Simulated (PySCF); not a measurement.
Homolysis of single bonds, series vinyl-X. All species are isolated molecules in the gas phase. One relaxed conformer stands for each flexible species; it need not be the lowest. Strings in code marks are SMILES.

The numbers are results of PBE-D3(BJ)/def2-TZVP // CAM-B3LYP-D3(BJ)/def2-TZVP in PySCF 2.14.0, not measurements. 

```csv
species,dipole moment (D)
whole molecule (`C=C`),0.00
whole molecule (`C=CCl`),1.30
whole molecule (`C=CBr`),?
radical fragment (`C[O]`),2.09
radical fragment (`C=C[O]`),2.79
whole molecule (`C=CN`),–
radical fragment (`O=[C]O` (O–C–O–H torsion 0°)),–
whole molecule (`C=C[SiH3]`),0.74
```

Problem. Complete the blanks.

Solution. 
- whole molecule (`C=CBr`), dipole moment (D): 1.37
